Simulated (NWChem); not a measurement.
# triplet BN2H5 at 3 levels

We compute a comparison of 3 runs (UHF/STO-3G, UHF/3-21G, UB3LYP/6-31G*) of triplet BN2H5. 

Program for the calculation: NWChem 7.3.0.

2 further runs of the same task are left out: 1 that didn't finish, 1 set aside as unsound or not needed.

**1. Starting point**

BN2H5: 8 atoms, total charge 0, spin state triplet. SMILES of the parent species: `NBN`. The shape is that of a PBE0-D4/def2-TZVP optimisation. That shape belongs to the parent species and isn't relaxed for this state.

Bond lengths: N1–B2 1.409 Å, B2–N3 1.409 Å, N1–H4 1.005 Å, N1–H5 1.002 Å, B2–H6 1.200 Å, N3–H7 1.003 Å, N3–H8 1.005 Å. Angles: N1–B2–N3 122.9°, N1–B2–H6 118.5°, N3–B2–H6 118.5°, B2–N1–H4 124.5°, B2–N1–H5 121.9°, B2–N3–H7 121.9°, B2–N3–H8 124.5°, H4–N1–H5 113.6°, H7–N3–H8 113.6°.

**2. The energy at UHF/STO-3G (run 1)**

bh5n2.xyz

```xyz
8
BH5N2 energy
N     -0.971000     0.516500    -0.581100
B      0.194200     0.386600     0.200500
N      0.848200    -0.845200     0.401400
H     -1.426800    -0.244500    -1.053400
H     -1.423900     1.400900    -0.713700
H      0.649700     1.368600     0.718000
H      1.676700    -0.919800     0.960900
H      0.545000    -1.720300     0.011600
```

bh5n2.nw

```
start bh5n2
title "BH5N2 energy"
memory 2200 mb

geometry units angstrom noautosym nocenter noautoz
  load format xyz bh5n2.xyz
end

basis spherical bse
  N library STO-3G
  B library STO-3G
  H library STO-3G
end

scf
  nopen 2
  uhf
  thresh 1e-08
  maxiter 80
  print low
end

task scf
```

Started as:

```bash
$ nwchem bh5n2.nw > bh5n2.out
```

The log of the run:

```text
[...]
  functions       =    20
[...]
  wavefunction    = UHF
[...]
         Total SCF energy =   -134.539716992900
      One electron energy =   -319.856458865237
      Two electron energy =    116.464142069317
 Nuclear repulsion energy =     68.852599803019
                       Sz =      1.0000
                 Sz(Sz+1) =      2.0000
                      S^2 =      2.0151
[...]
```

Run time: 4.8 s. Hardware: 1 thread of Intel Xeon Platinum 8375C at 2.90GHz (Ice Lake), shared host; peak memory 0.1 GiB.

**3. A single-point energy at UHF/3-21G (run 2)**

test.nw

```
start test
title "BH5N2 hf"
memory total 2200 mb

geometry units atomic noautosym nocenter noautoz
  N   -1.83492407   0.97604354  -1.09811985
  B    0.36698481   0.73056812   0.37889009
  N    1.60286570  -1.59719652   0.75853607
  H   -2.69626123  -0.46203804  -1.99063750
  H   -2.69078103   2.64731733  -1.34869754
  H    1.22775506   2.58627917   1.35682336
  H    3.16850379  -1.73817009   1.81583783
  H    1.02990074  -3.25089585   0.02192082
end

basis "ao basis" spherical bse
  * library 3-21G
end

scf
  triplet
  uhf
  thresh 1e-08
  maxiter 80
end

task scf energy
```

Started as:

```bash
$ nwchem test.nw > test.out
```

The log of the run:

```text
[...]
  functions       =    37
[...]
  wavefunction    = UHF
[...]
         Total SCF energy =   -135.565797949876
      One electron energy =   -319.546617576393
      Two electron energy =    115.128224776692
 Nuclear repulsion energy =     68.852594849825
                       Sz =      1.0000
                 Sz(Sz+1) =      2.0000
                      S^2 =      2.0189
[...]
```

Run time: 5.1 s. Hardware: 1 thread of Intel Xeon Platinum 8375C at 2.90GHz (Ice Lake), shared host; peak memory 0.099 GiB.

**4. The energy at UB3LYP/6-31G(d) (spherical functions) (run 3)**

bh5n2.nw

```
echo
start bh5n2
title "BH5N2 energy"
memory total 2200 mb

geometry units bohr noautosym nocenter noautoz
  N  -1.83492407  0.97604354 -1.09811985
  B   0.36698481  0.73056812  0.37889009
  N   1.60286570 -1.59719652  0.75853607
  H  -2.69626123 -0.46203804 -1.99063750
  H  -2.69078103  2.64731733 -1.34869754
  H   1.22775506  2.58627917  1.35682336
  H   3.16850379 -1.73817009  1.81583783
  H   1.02990074 -3.25089585  0.02192082
end

basis spherical bse
  * library 6-31G*
end

dft
  xc b3lyp
  mult 3
  grid xfine
  convergence energy 1e-08
  maxiter 100
  mulliken
  noprint "final vectors analysis"
end

task dft energy
```

Started as:

```bash
$ nwchem bh5n2.nw > bh5n2.out
```

The log of the run:

```text
[...]
          Wavefunction type:  spin polarized.
          No. of atoms     :     8
          No. of electrons :    24
[...]
          Charge           :     0
          Spin multiplicity:     3
[...]
          AO basis - number of functions:    52
[...]
              XC Information
              --------------
                         B3LYP Method XC Potential
                     Hartree-Fock (Exact) Exchange  0.200
                        Slater Exchange Functional  0.800 local
                    Becke 1988 Exchange Functional  0.720 non-local
              Lee-Yang-Parr Correlation Functional  0.810
                  VWN I RPA Correlation Functional  0.190 local
[...]
 d= 0,ls=0.0,diis     1   -137.1399562913 -2.06D+02  5.51D-03  9.26D-02     4.5
[...]
 d= 0,ls=0.5,diis    13   -137.1902323710 -9.18D-09  3.04D-06  1.92D-09    45.3
[...]
         Total DFT energy =     -137.190232375174
      One electron energy =     -320.961279099055
           Coulomb energy =      134.754997855509
    Exchange-Corr. energy =      -19.836545981453
 Nuclear repulsion energy =       68.852594849825
[...]
      Total Density - Mulliken Population Analysis
     ---------------------------------------------
    Atom       Charge   Shell Charges
 -----------   ------   -------------------------------------------------------
    1 N    7     7.53   2.00  0.79  2.51  0.81  1.39  0.03
    2 B    5     5.20   2.00  0.45  1.67  0.23  0.77  0.08
    3 N    7     7.53   2.00  0.79  2.51  0.81  1.39  0.03
    4 H    1     0.69   0.51  0.17
    5 H    1     0.65   0.51  0.14
    6 H    1     1.07   0.51  0.56
    7 H    1     0.65   0.51  0.14
    8 H    1     0.69   0.51  0.17
[...]
      <S2> =      2.0064 (Exact =     2.0000)
[...]
```

Run time: 49 s. Hardware: 1 thread of Intel Xeon Platinum 8375C at 2.90GHz (Ice Lake), shared host; peak memory 0.14 GiB.

**5. All runs side by side**

```csv
run,level,iteration cap,module,energy (Eh),⟨S²⟩,wall time
1,UHF/STO-3G,80,scf,-134.539717,2.015,4.8 s
2,UHF/3-21G,80,scf,-135.565798,2.019,5.1 s
3,UB3LYP/6-31G* (spherical functions),100,dft,-137.190232,2.006,49 s
```

**6. What came out**

| quantity | value |
| --- | --- |
| run 3: total energy | -137.19023 Eh |
| run 3: dipole moment | 3.61 D |
| run 3: ⟨S²⟩ | 2.006 |

In run 1 the basis is minimal, so the values are rough. All runs together took 59 s, the longest 49 s.
